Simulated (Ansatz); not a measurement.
A nudged elastic band was laid between two geometries of CH₅NS (8 atoms, charge 0, multiplicity 1).

Level of theory: Ansatz 0.2.0, RKS PBE-D4/STO-3G.

```yaml
movable_images: 9
climbing_image: yes
spring: 5.0 eV/Å²
optimiser: quadratic models (default)
start_path: through a guess of the saddle point
force_threshold: 0.05 eV/Å
iteration_limit: 60
end_points: relaxed
```

First end point:

```xyz
8
Properties=species:S:1:pos:R:3
N -0.846 0.796 -0.015
C 0.536 0.126 0.061
S 0.572 -1.252 1.262
H -0.696 1.566 -0.749
H -1.428 0.097 -0.588
H 1.244 0.897 0.433
H 0.911 -0.218 -0.937
H -0.201 -2.070 0.477
```

Last end point:

```xyz
8
Properties=species:S:1:pos:R:3
N -0.850 0.978 -0.038
C 0.357 0.043 0.031
S -0.063 -1.321 1.194
H -0.547 1.717 -0.755
H -1.567 0.421 -0.610
H 1.212 0.654 0.401
H 0.659 -0.388 -0.958
H 0.891 -2.160 0.678
```

Question: What changes between the two ends?

Answer: No bond is made or broken. The dihedral H7–C2–S3–H8 goes from -56 to 35°.

Question: Give the energies along the band, and the barrier.

Answer: It converged. The highest image is number 8 of 0 to 10, 0.068 eV above the first end and 0.001 eV above the last; the last end lies 0.067 eV above the first. The top lies less than 8 meV above the higher end, about what the thresholds resolve: that end is a shoulder or a very shallow well. A vibrational analysis at the climbing image gives one clearly imaginary mode, 105i cm⁻¹: a first-order saddle point. Limits of this set-up: minimal basis.

```json
{"image": "0", "path coordinate (Å)": "0.00", "energy (eV)": "0.000", "dihedral H7–C2–S3–H8 (°)": "-56"}
{"image": "1", "path coordinate (Å)": "0.16", "energy (eV)": "0.003", "dihedral H7–C2–S3–H8 (°)": "-48"}
{"image": "2", "path coordinate (Å)": "0.31", "energy (eV)": "0.012", "dihedral H7–C2–S3–H8 (°)": "-39"}
{"image": "3", "path coordinate (Å)": "0.47", "energy (eV)": "0.025", "dihedral H7–C2–S3–H8 (°)": "-30"}
{"image": "4", "path coordinate (Å)": "0.62", "energy (eV)": "0.039", "dihedral H7–C2–S3–H8 (°)": "-21"}
{"image": "5", "path coordinate (Å)": "0.78", "energy (eV)": "0.052", "dihedral H7–C2–S3–H8 (°)": "-12"}
{"image": "6", "path coordinate (Å)": "0.93", "energy (eV)": "0.062", "dihedral H7–C2–S3–H8 (°)": "-2"}
{"image": "7", "path coordinate (Å)": "1.09", "energy (eV)": "0.067", "dihedral H7–C2–S3–H8 (°)": "7"}
{"image": "8", "path coordinate (Å)": "1.24", "energy (eV)": "0.068", "dihedral H7–C2–S3–H8 (°)": "17"}
{"image": "9", "path coordinate (Å)": "1.40", "energy (eV)": "0.067", "dihedral H7–C2–S3–H8 (°)": "26"}
{"image": "10", "path coordinate (Å)": "1.55", "energy (eV)": "0.067", "dihedral H7–C2–S3–H8 (°)": "35"}
```

Question: What is the geometry of the highest image?

Answer: 
```xyz
8
Properties=species:S:1:pos:R:3
N -0.846 0.967 -0.040
C 0.389 0.072 0.056
S 0.045 -1.268 1.272
H -0.572 1.687 -0.789
H -1.553 0.368 -0.580
H 1.223 0.727 0.398
H 0.702 -0.386 -0.915
H 0.705 -2.223 0.541
```

Time of the run: 57 s on 1 CPU thread of a shared host.
